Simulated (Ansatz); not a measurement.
Relaxation of FH$_{6}$NSi (9 atoms, charge 0, multiplicity 1), to a largest force component of 0.03 eV/Å in at most 50 steps.

These are results of Ansatz 0.2.0, RKS PBE/def2-SVP, not measurements.

```xyz
9
Properties=species:S:1:pos:R:3
Si -0.631 0.237 -0.349
H 0.314 -0.822 1.913
H 0.799 0.580 -0.079
H -1.179 0.992 -1.522
N -0.761 -1.439 -0.726
H -1.588 -1.788 -1.215
H -0.338 -2.168 -0.146
F -1.509 0.736 0.921
H -0.258 -0.458 2.158
```

Question: Where does it end, and by what steps?

Answer: The run converged. The force dipped under the threshold on the way, but the program's further checks kept it going. After 23 steps the energy has fallen by 0.233 eV; H2 moved furthest, 1.64 Å.

| step | energy less start (eV) | largest force component (eV/Å) | accepted |
| --- | --- | --- | --- |
| 0 | 0.0000 | 1.579 | yes |
| 1 | -0.1326 | 0.545 | yes |
| 2 | -0.1790 | 0.249 | yes |
| 3 | -0.2011 | 0.152 | yes |
| 4 | -0.1929 | 0.543 | no |
| 5 | -0.2080 | 0.093 | yes |
| 6 | -0.2122 | 0.120 | yes |
| 7 | -0.2172 | 0.117 | yes |
| 8 | -0.2204 | 0.161 | yes |
| 9 | -0.2232 | 0.132 | yes |
| 10 | -0.2259 | 0.146 | yes |
| 11 | -0.2274 | 0.164 | yes |
| 12 | -0.2287 | 0.138 | yes |
| 13 | -0.2302 | 0.073 | yes |
| 14 | -0.2311 | 0.046 | yes |
| 15 | -0.2315 | 0.055 | yes |
| 16 | -0.2317 | 0.039 | yes |
| 17 | -0.2318 | 0.115 | yes |
| 18 | -0.2321 | 0.010 | yes |
| 19 | -0.2323 | 0.013 | yes |
| 20 | -0.2322 | 0.064 | no |
| 21 | -0.2324 | 0.012 | yes |
| 22 | -0.2322 | 0.083 | no |
| 23 | -0.2325 | 0.022 | yes |

```xyz
9
Properties=species:S:1:pos:R:3
Si -0.588 0.298 -0.729
H -0.180 -1.031 3.464
H 0.772 0.727 -1.188
H -1.716 1.026 -1.391
N -0.764 -1.379 -1.071
H -1.678 -1.833 -0.997
H -0.011 -2.037 -0.853
F -0.674 0.690 0.876
H -0.311 -0.592 2.845
```

Whether the end is a true minimum wasn't checked by a vibrational analysis.

Run time: 48 s on 1 thread of Arm Neoverse V1, with other jobs on the host, peak memory 0.13 GiB.
